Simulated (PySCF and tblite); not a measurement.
Values are calculated unless marked as measured or tabulated.
System: C5H7N, numbered as in [CH:1]#[C:2][C@@H:3]1[CH2:4][N:5]1[CH3:6].

Motion: pyramidal inversion at N5. GFN2-xTB gives an electronic barrier of 15.7 kcal/mol and a reaction energy of 0.5 kcal/mol.

What does B3LYP/pcSseg-1 + D3(BJ) give on PBE0-D3(BJ)/def2-SVP geometries?

A barrier of 16.3 kcal/mol, 0.5 above the tight-binding barrier (from unrounded values), a reaction energy of 0.2 kcal/mol and, with GFN2-xTB thermal terms, ΔG‡(298 K) = 14.8 kcal/mol and k = 93 s⁻¹ (1 equivalent path).

And the level of the geometries itself, PBE0-D3(BJ)/def2-SVP?

14.3 kcal/mol.

Programs: tblite and PySCF.
